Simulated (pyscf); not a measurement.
This saddle point was located with ωB97X-D3(BJ)/def2-SVP in PySCF.

```xyz
6

O      1.1889    -0.1505     0.0948
B      0.4149     0.9447    -0.1467
F      1.0358     2.0813    -0.4225
F     -0.9081     0.9149    -0.1159
H      0.3422    -1.2621     0.3705
H     -0.3340    -1.7126     0.4864
```
Charge 0, spin multiplicity 2.

Surface: doublet, charge 0. Lowest wavenumbers (cm⁻¹): 876i, 174, 296, 450, 476.

Task: What reaction is this the transition state of?

Result: HO–B(F)–F + H atom (H•) <-> •O–B(F)–F + hydrogen (H₂), a hydrogen abstraction read from left to right: H–O broken and H–H formed. At ωB97M-D3(BJ)/def2-TZVP it lies +88.6 kJ/mol from the left side and +19.1 kJ/mol from the right (each side as separated species at their lowest minima found). This is the saddle that the search found; another between the same sides may lie lower. The angle at the transferred H is 161°.
